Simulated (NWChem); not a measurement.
**Lowest excitation of CHO (+1)**

```
C
O 1 1.1185
H 1 1.1190 2 180.00
```
Charge +1, spin multiplicity 1.

The numbers come from NWChem runs, not from measurements. Structure: optimised with PBE/def2-SVP, a minimum by its harmonic frequencies.

Basis set: def2-SVPD. CR-EOMCCSD(T) is the triples correction to the same EOM-CCSD root.

| method | lowest vertical singlet excitation energy (eV) | difference from EOM-CCSD |
|---|---|---|
| CIS | 8.80 | -0.98 |
| TDA-PBE0 | 9.27 | -0.51 |
| TD-PBE | 9.48 | -0.30 |
| EOM-CCSD | 9.78 | 0.00 |
| CR-EOMCCSD(T) | 9.60 | -0.18 |
| TD-B3LYP | 9.21 | -0.57 |

The values span 0.98 eV, from CIS (lowest) to EOM-CCSD (highest). 

The correlated methods keep 2 core orbitals frozen. B3LYP has NWChem's definition, with VWN1-RPA local correlation. The structure started from a generated list of species. No row is a measurement; the coupled-cluster row has its own basis-set and correlation limits.
